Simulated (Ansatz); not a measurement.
CH₃FS₂ (`FC(S)S`), 7 atoms. Total charge 0; spin multiplicity 1. All runs use 2 threads of an Arm Neoverse V1 on a shared host. Correlated methods freeze the cores.

(1) How many basis functions does each run have, and how long does it take in Ansatz? RKS revPBE-D4/def2-TZVPP energy; RKS ωB97M-V/def2-SVP energy; RHF-CCSD(T)/def2-TZVPP energy; direct RPA on PBE orbitals/def2-TZVPP energy; RKS PBE0-D4/def2-QZVPP energy; RHF-CCSD(T)/def2-SVP energy; RKS PBE0-D4/def2-SVP energy; RKS PBE0-D4/def2-TZVP relaxation (8 steps); RKS PBE0-D4/def2-TZVP frequencies; RKS B3LYP-D4/def2-TZVPP energy and forces; RKS ωB97M-V/def2-QZVPP energy; RKS PBE-QIDH (frozen core)/def2-TZVPP energy. (An estimate is asked.)

Answers

(1) Computed: Other jobs shared the machine, so times are rough.

```csv
level,job,functions,wall time,peak host memory (GiB)
RKS PBE0-D4/def2-SVP,energy,79,1.1 s,0.14
RKS revPBE-D4/def2-TZVPP,energy,188,2.3 s,0.21
RHF-CCSD(T)/def2-SVP,energy,79,2.4 s,0.21
direct RPA on PBE orbitals/def2-TZVPP,energy,188,4.5 s,0.34
RKS B3LYP-D4/def2-TZVPP,energy and forces,188,4.7 s,0.43
RKS ωB97M-V/def2-SVP,energy,79,6 s,0.21
RKS PBE-QIDH (frozen core)/def2-TZVPP,energy,188,6 s,0.39
RKS PBE0-D4/def2-QZVPP,energy,344,8 s,0.93
RKS ωB97M-V/def2-QZVPP,energy,344,20 s,1.1
RKS PBE0-D4/def2-TZVP,relaxation (8 steps),154,31 s,0.32
RHF-CCSD(T)/def2-TZVPP,energy,188,66 s,1.9
RKS PBE0-D4/def2-TZVP,frequencies,154,100 s,0.32
```

B3LYP here is the variant with VWN-RPA as its local correlation; programs differ in this.
